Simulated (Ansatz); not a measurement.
## Nudged elastic band run: C2H4NO, charge +1

input.yaml

```yaml
crystal:
  periodic: [false, false, false]
  atoms:
    - { symbol: "N", position_ang: [0.284373, 1.26837, -0.591503] }
    - { symbol: C, position_ang: [-0.09698, 0.401396, 0.337716] }
    - { symbol: C, position_ang: [-0.450519, -0.93678, 0.193171] }
    - { symbol: O, position_ang: [0.231471, -1.988563, 0.419841] }
    - { symbol: H, position_ang: [0.626732, 0.975016, -1.508387] }
    - { symbol: H, position_ang: [0.178833, 2.272946, -0.440956] }
    - { symbol: H, position_ang: [-0.455007, 0.816637, 1.295558] }
    - { symbol: H, position_ang: [-0.318903, -2.809023, 0.29456] }
total_charge: 1
basis:
  gaussian: { orbitals: "6-31G*" }
hamiltonian:
  xc: pbe
neb:
  order_check: false
  images: 7
  f_tol: 0.05
  max_iterations: 57
  initial_path: idpp
  final_atoms:
    - { symbol: "N", position_ang: [0.28188273, 1.27025276, -0.59255167] }
    - { symbol: C, position_ang: [-0.09572106, 0.40015181, 0.33496543] }
    - { symbol: C, position_ang: [-0.44955694, -0.93774297, 0.19002162] }
    - { symbol: O, position_ang: [0.23062025, -1.98955428, 0.42224923] }
    - { symbol: H, position_ang: [0.18016458, 2.27446668, -0.43683251] }
    - { symbol: H, position_ang: [0.62537287, 0.9795266, -1.50975655] }
    - { symbol: H, position_ang: [-0.45181552, 0.81244888, 1.29456047] }
    - { symbol: H, position_ang: [-0.3209469, -2.80955047, 0.29734397] }
```

Launched with:

```bash
$ ansatz run input.yaml --threads 1 --pin off --max-ram 2048MiB --backend cpu --events-out ev --progress --plain --runs-dir out
```

Output, in part (warnings, iteration lines, the closing report on the highest movable image, with atoms numbered from 0):

```
NEB end point (image 0): max|allowed force component| = 1.234e-2 eV/Å (the criterion of neb.relax_end_points is 1.000e-2)
NEB end point (image 8): max|allowed force component| = 1.124e-2 eV/Å (the criterion of neb.relax_end_points is 1.000e-2)
NEB iter   1: max|band force component| = 2.533e0 eV/Å  barrier→ = 1.6004 eV  barrier← = 1.6004 eV  Δτ_max = 0.1232 Å  (287 SCF iters)
NEB iter   2: max|band force component| = 2.170e0 eV/Å  barrier→ = 1.3326 eV  barrier← = 1.3326 eV  Δτ_max = 0.2000 Å  (231 SCF iters)
NEB iter   3: max|band force component| = 2.007e0 eV/Å  barrier→ = 0.9968 eV  barrier← = 0.9968 eV  Δτ_max = 0.2000 Å  (231 SCF iters)
NEB iter   4: max|band force component| = 1.776e0 eV/Å  barrier→ = 0.9117 eV  barrier← = 0.9117 eV  Δτ_max = 0.1991 Å  (241 SCF iters)
NEB iter   5: max|band force component| = 2.149e0 eV/Å  barrier→ = 0.8254 eV  barrier← = 0.8254 eV  Δτ_max = 0.1007 Å  (244 SCF iters)
NEB iter   6: max|band force component| = 1.077e0 eV/Å  barrier→ = 0.7430 eV  barrier← = 0.7430 eV  Δτ_max = 0.1008 Å  (213 SCF iters)
NEB iter   7: max|band force component| = 8.484e-1 eV/Å  barrier→ = 0.6497 eV  barrier← = 0.6497 eV  Δτ_max = 0.1004 Å  (233 SCF iters)
NEB iter   8: max|band force component| = 5.326e-1 eV/Å  barrier→ = 0.6421 eV  barrier← = 0.6421 eV  Δτ_max = 0.1013 Å  (210 SCF iters)
NEB iter   9: max|band force component| = 7.029e-1 eV/Å  barrier→ = 0.6630 eV  barrier← = 0.6630 eV  Δτ_max = 0.0504 Å  (228 SCF iters)
NEB iter  10: max|band force component| = 4.478e-1 eV/Å  barrier→ = 0.6442 eV  barrier← = 0.6442 eV  CI = image 5  Δτ_max = 0.0505 Å  (218 SCF iters)
NEB iter  11: max|band force component| = 4.497e-1 eV/Å  barrier→ = 0.6485 eV  barrier← = 0.6484 eV  CI = image 5  Δτ_max = 0.0501 Å  (217 SCF iters)
NEB iter  12: max|band force component| = 5.126e-1 eV/Å  barrier→ = 0.6466 eV  barrier← = 0.6466 eV  CI = image 5  Δτ_max = 0.0502 Å  (218 SCF iters)
NEB iter  13: max|band force component| = 2.458e-1 eV/Å  barrier→ = 0.6446 eV  barrier← = 0.6446 eV  CI = image 5  Δτ_max = 0.0500 Å  (217 SCF iters)
NEB iter  14: max|band force component| = 1.986e-1 eV/Å  barrier→ = 0.6443 eV  barrier← = 0.6443 eV  CI = image 5  Δτ_max = 0.0482 Å  (219 SCF iters)
NEB iter  15: max|band force component| = 2.408e-1 eV/Å  barrier→ = 0.6440 eV  barrier← = 0.6440 eV  CI = image 5  Δτ_max = 0.0241 Å  (221 SCF iters)
NEB iter  16: max|band force component| = 1.117e-1 eV/Å  barrier→ = 0.6438 eV  barrier← = 0.6438 eV  CI = image 5  Δτ_max = 0.0477 Å  (224 SCF iters)
NEB iter  17: max|band force component| = 1.755e-1 eV/Å  barrier→ = 0.6438 eV  barrier← = 0.6438 eV  CI = image 5  Δτ_max = 0.0242 Å  (221 SCF iters)
NEB iter  18: max|band force component| = 2.064e-1 eV/Å  barrier→ = 0.6438 eV  barrier← = 0.6438 eV  CI = image 5  Δτ_max = 0.0479 Å  (228 SCF iters)
NEB iter  19: max|band force component| = 3.689e-1 eV/Å  barrier→ = 0.6438 eV  barrier← = 0.6438 eV  CI = image 5  Δτ_max = 0.0240 Å  (223 SCF iters)
NEB iter  20: max|band force component| = 2.243e-1 eV/Å  barrier→ = 0.6438 eV  barrier← = 0.6438 eV  CI = image 5  Δτ_max = 0.0455 Å  (214 SCF iters)
NEB iter  21: max|band force component| = 1.258e-1 eV/Å  barrier→ = 0.6438 eV  barrier← = 0.6438 eV  CI = image 5  Δτ_max = 0.0497 Å  (211 SCF iters)
NEB iter  22: max|band force component| = 1.033e-1 eV/Å  barrier→ = 0.6438 eV  barrier← = 0.6438 eV  CI = image 5  Δτ_max = 0.0227 Å  (214 SCF iters)
NEB iter  23: max|band force component| = 3.774e-2 eV/Å  barrier→ = 0.6438 eV  barrier← = 0.6438 eV  CI = image 5  Δτ_max = 0.0000 Å  (550 SCF iters)
Total energy: -5659.02941591 eV, -207.9654952069 hartree
Atom 0 at     0.356481     1.175106    -0.470251 Å, force     0.002729    -0.003358     0.001361 eV/Å
Atom 1 at     0.339402     0.372341     0.700643 Å, force     0.001396    -0.000368     0.000716 eV/Å
Atom 2 at    -0.116009    -0.811406     0.377992 Å, force    -0.000684     0.004989    -0.001422 eV/Å
Atom 3 at    -0.496788    -1.910053    -0.086976 Å, force    -0.001190    -0.001670    -0.004468 eV/Å
Atom 4 at     1.219801     1.194900    -1.021419 Å, force    -0.000022     0.000428    -0.000376 eV/Å
Atom 5 at    -0.503935     1.293438    -1.006136 Å, force    -0.001479    -0.000288     0.000244 eV/Å
Atom 6 at     0.687346     0.702369     1.687759 Å, force    -0.001506     0.001304     0.000784 eV/Å
Atom 7 at    -1.486297    -2.016694    -0.181612 Å, force     0.000756    -0.001037     0.003162 eV/Å
Dipole moment:    -0.386156    -0.113564    -0.159211 e Å
```

It converged. The profile has 2 maxima (images 3, 5) with wells between them (image 4): this band takes more than one step, which may be the mechanism or a detour left from its start path. A vibrational analysis at the climbing image gives one clearly imaginary mode, 268i cm⁻¹: a first-order saddle point. Limits of this set-up: the dipole of an ion depends on the origin.

Final band (atoms are numbered from 1 in the order of the input):

| image | path coordinate (Å) | energy (kcal/mol) | dihedral H6–N1–C2–C3 (°) |
| --- | --- | --- | --- |
| 0 | 0.00 | 0.0 | 157 |
| 1 | 0.71 | 3.2 | 132 |
| 2 | 1.43 | 10.5 | 108 |
| 3 | 2.14 | 12.6 | 114 |
| 4 | 2.86 | 8.6 | 100 |
| 5 | 3.57 | 14.8 | 55 |
| 6 | 4.26 | 12.2 | 27 |
| 7 | 4.96 | 8.0 | -9 |
| 8 | 5.66 | 0.0 | -19 |

Time of the run: 8.4 min on 1 thread of Intel(R) Xeon(R) Processor @ 2.50GHz (Skylake/Cascade Lake), on a shared host, peak memory 0.13 GiB.
